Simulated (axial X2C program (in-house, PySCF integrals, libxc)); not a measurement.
What spin–orbit coupling does to NaAl

All values were computed with an axial X2C code built on PySCF integrals. Spin-free means the one-electron spin-free X2C Hamiltonian; two-component (2c) means X2C with spin–orbit coupling and atomic mean-field two-electron Coulomb and Gaunt terms, so the difference of the two also holds small scalar two-electron terms. Basis: Al dyall-v3z [8s8p2d1f], Na dyall-cv3z [9s8p5d2f] (cores contracted in-house); Gaussian nuclei, density fitting, unrestricted open shells. Masses: Al 26.982 u, Na 22.990 u.

Spin-free state: M_S = 0, Λ = 0 (closed shell); fragments Al + Na.

```
level  Re (Å)  ωe (cm⁻¹)  De (eV)  μ (D)
 PBE0   3.143      190.5    0.699   2.64
   HF   3.206      190.4   -0.143   3.66
  MP2   3.115      198.1    0.570    n/a
B97-3   3.131      193.3    0.879   2.35
```

Correlated methods: 12 electrons correlated (number of frozen shells: Al 2 s, 1 p; Na 1 s), 192 virtual spin orbitals or spinors in MP2.

Dipoles are positive if Na is the positive end.

Two-component determinant lowest at the distance of the search:

Ω = 0 (closed shell); fragments Al + Na.

| level | Re (Å) | ωe (cm⁻¹) | De (eV) | μ (D) |
| --- | --- | --- | --- | --- |
| PBE0 | 3.144 | 190.5 | 0.698 | 2.63 |
| HF | 3.206 | 190.4 | -0.191 | 3.66 |
| MP2 | 3.115 | 198.1 | 0.566 | n/a |
| B97-3 | 3.132 | 193.3 | 0.879 | 2.34 |

Task: From the two tables, how do the constants change at the MP2 level (2c against spin-free)?

Result: At the MP2 level Re is unchanged within 0.001 Å and ωe doesn't move by more than 0.2 cm⁻¹; De is not compared, since the atomic limits differ or miss part of their spin–orbit lowering.

One determinant describes the state; a PBE0 search over occupations chose it and may have missed a lower one. The closed shell is kept restricted, so the energy runs too high when the bond is stretched far. Dissociation energies refer to the lowest single-determinant-based atoms at the same level and basis. The 2c atoms are single determinants rather than J levels; their spin–orbit lowering is only partly caught, and De is too large by that part. This holds for PBE0, MP2, B97-3. Other states lie close and PBE0, whose exact exchange favours high spin, may order them wrongly; the determinant shown need not be the ground state. The nearest other spin-free determinant of the search, M_S = 1, Λ = 1, lies 0.15 eV up at the distance of the search. The functionals have no current-density term, which raises determinants with orbital currents, atoms included.
